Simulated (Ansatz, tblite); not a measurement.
# The cluster Ru₃H: one state, many levels

Aim: run the doublet of the cluster Ru₃H at one geometry on many levels, and compare frontier levels, spin and run time.

Program: Ansatz 0.2.0, Gaussian basis. Level of theory: as each input shows. These are calculated values, not measurements.

Plan: GFN1-xTB, GFN2-xTB, PBE-D4/def2-TZVP, r2SCAN-D4/def2-TZVP, B3LYP-D4/def2-TZVP, r2SCAN0-D4/def2-TZVP, B97M-V/def2-TZVP, r2SCANh-D4/def2-TZVP, CAM-B3LYP-D4/def2-TZVP, PBE-D4/def2-SVP, PBE0-D4/def2-SVP, PBE0-D4/def2-TZVPD, PBE-D4/def2-TZVPD, r2SCAN-D4/def2-TZVPD, CCSD(T)/def2-TZVP, RPA/def2-TZVP.

2 further runs of the same task are left out: 1 for a known fault of the program, 1 that didn't finish.

## (1) The relaxed structure

The geometry is that of the doublet, from an earlier relaxation (PBE0-D4/def2-TZVP). At that level it is the lowest of the isomers that a small search found.

4 atoms, charge 0, spin multiplicity 2.

Bond lengths: Ru1–Ru2 2.470 Å, Ru1–Ru3 2.218 Å, Ru1–H4 1.565 Å, Ru2–Ru3 2.594 Å. Angles: Ru2–Ru1–Ru3 66.9°, Ru2–Ru1–H4 102.3°, Ru3–Ru1–H4 93.9°, Ru1–Ru2–Ru3 51.9°, Ru1–Ru3–Ru2 61.2°.

Ru takes a core potential in the def2 sets. No spin-orbit coupling is included.

PBE0-D4/def2-TZVP was run before; its log isn't repeated, and its numbers join the tables.

## (2) GFN1-xTB

Tight binding, by tblite at 300 K electronic temperature and without a spin-polarisation term:

```python
tblite.interface.Calculator('GFN1-xTB', numbers, positions, charge=0, uhf=1).singlepoint()
```

Energy -289.0802 eV; 0.003 s.

## (3) GFN2-xTB

Tight binding, by tblite at 300 K electronic temperature and without a spin-polarisation term:

```python
tblite.interface.Calculator('GFN2-xTB', numbers, positions, charge=0, uhf=1).singlepoint()
```

Energy -263.8940 eV; 0.006 s.

## (4) PBE-D4/def2-TZVP

start.molden holds the orbitals of an earlier run on this state, given as this run's starting guess.

Contents of in.yaml:

```yaml
crystal:
  periodic: [false, false, false]
  atoms:
    - {symbol: Ru, position_ang: [0.208788, 0.155718, -0.953953]}
    - {symbol: Ru, position_ang: [1.378223, -0.300354, 1.173874]}
    - {symbol: Ru, position_ang: [-0.900558, -1.240620, 0.365562]}
    - {symbol: H, position_ang: [-0.686453, 1.385246, -0.585484]}
basis:
  gaussian: {orbitals: def2-TZVP, initial_orbitals: start.molden}
magnetization: {spin_polarized: true, initial_magnetization: 1}
hamiltonian: {xc: pbe, dispersion: d4}
scf: {omitted_lower_state_checks: [starts]}
output: {orbitals: {seedname: orbitals}}
```

On the command line:

```bash
> ansatz run in.yaml --threads 4 --pin off --events-out ev --progress --plain --max-ram 3916MiB
```

The runs that follow: r2SCAN-D4/def2-TZVP; B3LYP-D4/def2-TZVP; r2SCAN0-D4/def2-TZVP; B97M-V/def2-TZVP; r2SCANh-D4/def2-TZVP; CAM-B3LYP-D4/def2-TZVP; PBE-D4/def2-SVP; PBE0-D4/def2-SVP; PBE0-D4/def2-TZVPD; PBE-D4/def2-TZVPD; r2SCAN-D4/def2-TZVPD; CCSD(T)/def2-TZVP; RPA/def2-TZVP.

**Question.** What will the summary of the whole plan be? Wanted: gap in def2-TZVP, named functionals, smallest and largest; correlation energy, CCSD(T)/def2-TZVP; binding an atom, functionals in def2-TZVP; ⟨S²⟩ in def2-TZVP, named functionals, smallest and largest; PBE0 total energy, smallest basis above largest.

The runs gave:

| quantity | value |
| --- | --- |
| gap in def2-TZVP, named functionals, smallest and largest | 0.50 eV (PBE-D4), 4.85 eV (CAM-B3LYP-D4) |
| correlation energy, CCSD(T)/def2-TZVP | -37.03 eV |
| binding an atom, functionals in def2-TZVP | 1.64 (r2SCAN0-D4) to 2.48 eV (PBE-D4) |
| ⟨S²⟩ in def2-TZVP, named functionals, smallest and largest | 2.803, 3.364 |
| PBE0 total energy, smallest basis above largest | 2.07 eV (def2-SVP, def2-TZVPD) |

What this shows: Over the named functionals in def2-TZVP the gap runs from 0.50 eV (PBE-D4) to 4.85 eV (CAM-B3LYP-D4); exact exchange widens it. Over the named functionals in def2-TZVP spin contamination reaches 2.61 (r2SCAN0-D4), and every level is far from pure, so all describe a mixture with higher spin. Notes on CCSD(T)/def2-TZVP: large T1 diagnostic, spin contamination.
